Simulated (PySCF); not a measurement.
## AlN, singlet: vertical spin and charge gaps

Geometry (PBE0/def2-TZVP stationary point for this spin):

| atom | x (Å) | y (Å) | z (Å) |
| --- | --- | --- | --- |
| Al | 0.0000 | 0.0000 | 0.0000 |
| N | 0.0000 | 0.0000 | 1.6681 |

Basis 6-31G; PySCF 2.14.0. Correlated methods freeze the noble-gas cores. R marks a restricted (for open shells ROHF) determinant.

Gaps are energies of the second state less the first, at fixed atoms, for a selection of the levels run; mean-field and cluster levels share one orbital occupation for each state, and full CI takes the lowest of the symmetries tried.

Unrestricted Kohn–Sham rows aren't spin-pure: their determinants' ⟨S²⟩ exceeds S(S+1) by up to 1.07, so they mix in states of higher spin. A value is left out where its run failed or describes another state than the reference as far as symmetry and spin tell, or, spin-broken singlets apart, can't be checked.

Removing an electron, to the doublet: 8.693 eV at full CI (singlet A1, doublet ion B2, in C2v).

Large singles or doubles amplitudes warn of static correlation in the AlN singlet and the AlN⁺ doublet.

| level | gap (eV) | error (meV) |
| --- | --- | --- |
| RHF | 7.593 | -1100 |
| RMP2 | 8.147 | -546 |
| RCCSD | 8.553 | -140 |
| RCCSD(T) | 8.822 | 129 |
| RCCSDT | 8.679 | -14 |

**Question.** PBE gives -0.170 eV for triplet less singlet. Estimate what full CI gives in 6-31G.

**Answer.** Full CI in 6-31G gives -0.031 eV, so against it PBE is off by -0.139 eV, of which a good part can be the reference's own basis and frozen-core error.

Large singles or doubles amplitudes warn of static correlation in the AlN singlet and the AlN triplet.

```json
{"level": "RHF", "gap (eV)": "-2.414", "error (meV)": "-2383", "⟨S²⟩ where 0.1 over S(S+1) (first / second)": "– / –"}
{"level": "RMP2", "gap (eV)": "-0.796", "error (meV)": "-765", "⟨S²⟩ where 0.1 over S(S+1) (first / second)": "– / –"}
{"level": "RCCSD", "gap (eV)": "-0.310", "error (meV)": "-279", "⟨S²⟩ where 0.1 over S(S+1) (first / second)": "– / –"}
{"level": "RCCSD(T)", "gap (eV)": "0.106", "error (meV)": "137", "⟨S²⟩ where 0.1 over S(S+1) (first / second)": "– / –"}
{"level": "RCCSDT", "gap (eV)": "-0.047", "error (meV)": "-16", "⟨S²⟩ where 0.1 over S(S+1) (first / second)": "– / –"}
{"level": "r2SCAN", "gap (eV)": "-0.260", "error (meV)": "-229", "⟨S²⟩ where 0.1 over S(S+1) (first / second)": "0.93 / –"}
{"level": "PBE0", "gap (eV)": "-0.350", "error (meV)": "-319", "⟨S²⟩ where 0.1 over S(S+1) (first / second)": "0.97 / –"}
{"level": "B3LYP", "gap (eV)": "-0.313", "error (meV)": "-282", "⟨S²⟩ where 0.1 over S(S+1) (first / second)": "0.93 / –"}
{"level": "B2PLYP", "gap (eV)": "-0.394", "error (meV)": "-363", "⟨S²⟩ where 0.1 over S(S+1) (first / second)": "1.07 / –"}
```

Wrong sign: RCCSD(T).

In so small a basis the reference is far from its limit while semilocal and hybrid functionals are nearer theirs (RPA and double hybrids share part of the reference's basis error), so the functionals' errors here hold much of the reference's basis and frozen-core error, which can add to them or hide them. The set has no polarisation functions, which weighs most on the reference.

Full CI is exact within this basis and frozen core; it isn't the basis-set limit.
